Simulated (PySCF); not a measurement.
**Computed data sheet: B(PH3)H3, `[H]B([H])([H])<-P`**

Species: B(PH3)H3.
Z-matrix (Å and degrees, PBE0-D3(BJ)/def2-SVP geometry), rows numbered from 1:
```
B 
P   1  1.9214
H   2  1.4170  1  118.11
H   2  1.4170  1  118.04  3  -119.94
H   2  1.4170  1  118.18  3   120.05
H   1  1.2208  2  103.63  3    59.44
H   1  1.2206  2  103.79  3   -60.57
H   1  1.2207  2  103.72  3   179.38
```

PBE0-D3(BJ)/def2-SVP geometry optimisation, gas phase (PySCF):

| Item | Value |
| --- | --- |
| Point group | C3v |
| Rotational constants A, B, C | 56.308, 10.667, 10.667 GHz |

wB97X-D/def2-SVPD ground state and vertical TDDFT (core frozen in the response) (PySCF):

| Quantity | Value |
| --- | --- |
| Dipole moment | 4.15 D |
| HOMO energy | -10.46 eV |
| LUMO energy | 1.73 eV |
| HOMO–LUMO gap | 12.19 eV |
| Lowest singlet excitation | 8.04 eV (154 nm, f = 0.034 summed over 2 states within 0.01 eV) |
| Lowest triplet excitation (Tamm–Dancoff) | 7.54 eV |
| Static isotropic polarisability | 47.7 au |
| Electronic spatial extent ⟨r²⟩ about the centre of nuclear charge | 182 bohr² |

KT2/pcSseg-1 ground state and GIAO shieldings, non-relativistic (PySCF):

| Quantity | Value |
| --- | --- |
| 1H chemical shifts (computed TMS as zero) by class | 4.19 (H3/H4/H5), 1.15 (H6/H7/H8) ppm |
| Isotropic shieldings of nuclei other than C and H, by class | 152 (B1), 476 (P2) ppm |

From delta-SCF UKS SCAN, pcX-2 on the ionised atom, pcseg-1 elsewhere, spin-free X2C; 2p3/2 from a spin–orbit splitting computed afterwards within the 2p shell (PySCF):

| Property | Result |
| --- | --- |
| Core binding energies | P2p3/2 138.3 (P2), B1s 193.8 (B1), P1s 2152.0 (P2) eV |

Monoisotopic mass (most abundant isotopes): 48.0300 u.

The 10 singlets span 8.04 to 8.60 eV, and their oscillator strengths add up to 0.22. S1 lies 4.15 eV below the HOMO–LUMO gap. The vertical singlet–triplet gap S1 − T1 is 0.50 eV (TDDFT singlet less Tamm–Dancoff triplet). The principal polarisabilities are 42.9, 42.9 and 57.2 au; their mean is the isotropic value. Point group C3v permits a dipole; with 4.15 D the species has a pure rotational spectrum. The dipole equals about 13.8 × 10⁻³⁰ C·m (1 D = 3.33564 × 10⁻³⁰ C·m). The polarisability is 7.06 Å³ as a volume (1 au = 0.148185 Å³), or 1.83 au for each of the 26 electrons.

For the NMR shielding job (KT2/pcSseg-1), time: 3.1 s wall. Hardware: one thread of an Arm Neoverse V1, shared host.
